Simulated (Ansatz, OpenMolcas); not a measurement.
## A ladder of methods for Si2NH7 (SMILES [SiH3]N[SiH3])

Si2NH7: 10 atoms, total charge 0, spin state singlet. SMILES: `[SiH3]N[SiH3]`. The shape is that of a PBE0-D4/def2-TZVP optimisation.

Quantity: the HOMO–LUMO gap, in eV. The values are calculated.

| level | kind | program | value (eV) | CPU time |
| --- | --- | --- | --- | --- |
| BLYP/6-31G* (spherical functions) | GGA | Ansatz | 5.46 | 2.4 s |
| M06-L/6-31G* (spherical functions) | meta-GGA | OpenMolcas | 6.44 | 25 s |
| B3LYP/6-31G* (spherical functions) | global hybrid | Ansatz | 7.24 | 3 s |
| BHLYP/6-31G* (spherical functions) | global hybrid | Ansatz | 9.85 | 3.3 s |
| PBE0/6-31G* (spherical functions) | global hybrid | OpenMolcas | 7.68 | 19 s |
| B3LYP/6-31G* (Cartesian functions) | global hybrid | OpenMolcas | 7.21 | 21 s |
| CAM-B3LYP/6-31G* (spherical functions) | range-separated hybrid | Ansatz | 10.06 | 3.2 s |
| HSE06/6-31G* (spherical functions) | range-separated hybrid | Ansatz | 6.91 | 3.1 s |

The values span 5.46 to 10.06 eV. Orbital gaps aren't excitation energies; they tend to grow with the share of exact exchange. Times are those of the runs behind each value, whatever else they computed, on shared processors of several kinds: orders of magnitude only.
